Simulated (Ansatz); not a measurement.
C2H5FN2, SMILES `C/N=C(/N)F`. The species carries charge 0 and has multiplicity 1.

Cartesian coordinates in Å:
```
C 1.257 1.021 0.323
N 0.487 0.121 -0.504
C -0.572 -0.367 -0.060
N -1.452 -1.144 -0.750
F -1.036 -0.146 1.191
H 0.685 1.909 0.610
H 2.133 1.349 -0.236
H 1.603 0.540 1.244
H -2.014 -1.774 -0.204
H -1.091 -1.510 -1.614
```

Problem. List the harmonic frequencies (cm⁻¹, unscaled) at PBE0-D4/def2-TZVP in Ansatz. (Estimate.)

Solution. Ansatz gave: 88i, 222, 242, 379, 482, 535, 641, 730, 876, 1018, 1117, 1141, 1241, 1353, 1442, 1485, 1500, 1623, 1854, 3026, 3082, 3131, 3615, 3731.

Problem. Is this a minimum?

Solution. No: 1 imaginary mode, so it is a saddle point.
